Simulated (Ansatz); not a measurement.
1T (CdI2-type) PtS₂

Computed with rVV10 (Ansatz, a quantum-chemistry and plane-wave program, plane waves, PAW).

Run with plane-wave cutoff 500 eV, 18×18×8 k mesh (along the axes of the cell as run), Fermi–Dirac smearing 0.05 eV, scalar-relativistic PAW data made under PBE.

Cell: relaxed at this level.

```
Quantity                                             Result
------------------------------  ---------------------------
equilibrium volume per atom                   19.10 Å³/atom
equilibrium lattice constant a                      3.625 Å
c axis length                                       5.034 Å
band gap                        0.38 eV (on the SCF k mesh)
```

Measured, for comparison: band gap 0.7 eV (temperature not stated, no zero-point or thermal correction, bulk, cited; as tabulated in Two-dimensional noble-metal chalcogenides and phosphochalcogenides, Angew. …); lattice constant a 3.542 Å (temperature not stated, no zero-point or thermal correction; as tabulated in Björkman (2014), arXiv:1406.2436); lattice parameter c 5.036 Å (temperature not stated, zero-point anharmonic expansion removed (computed with revB86b-DF2); no thermal correction; as tabulated in Björkman (2014), arXiv:1406.2436). Computed (rounded) less measured: lattice constant a +2.3 %, lattice parameter c 0.0 %.

Spin–orbit coupling is not included.

The computed numbers hold no vibrational or temperature effects.

The result took around 4 core-minutes (rough).
